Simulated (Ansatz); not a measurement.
The same path of AlFH4 (6 atoms, charge 0, multiplicity 1) was run twice with different band settings. Lost on the way: Al1–H2, F5–H6. Made: H2–H6.

Level of theory: RKS B3LYP/def2-TZVP in Ansatz.

Relaxed end points:

```xyz
6
Properties=species:S:1:pos:R:3
Al 0.006 0.074 0.057
H 0.008 0.467 1.612
H 1.375 0.132 -0.730
H -1.376 0.065 -0.709
F 0.058 -1.931 0.800
H 0.057 -1.705 1.711
```

```xyz
6
Properties=species:S:1:pos:R:3
Al 0.017 -0.550 -0.343
H 0.015 0.148 2.068
H 1.395 0.172 -0.557
H -1.395 0.108 -0.536
F 0.057 -2.179 -0.026
H 0.038 -0.597 2.137
```

Common settings: movable images 7; spring 5.0 eV/Å²; start path through a guess of the saddle point; force threshold 0.05 eV/Å; iteration limit 60; end points relaxed.

| run | climbing image | optimiser |
| --- | --- | --- |
| 1 | yes | quadratic models (default) |
| 2 | from the first iteration | lbfgs |

Problem. What does each run give, and how far can it be trusted?

Solution. Run 1: converged after 9 iterations, highest image 0.033 eV above the first end. A vibrational analysis at the climbing image gives one clearly imaginary mode, 418i cm⁻¹: a first-order saddle point.
Run 2: converged after 25 iterations, highest image 0.033 eV above the first end. Another band between the same ends (7 images) ends at a top of the same energy, where a vibrational analysis finds 1 clearly imaginary mode.
The orbitals stay closed-shell, which can raise the energy where a bond breaks towards radicals; this wasn't checked here.
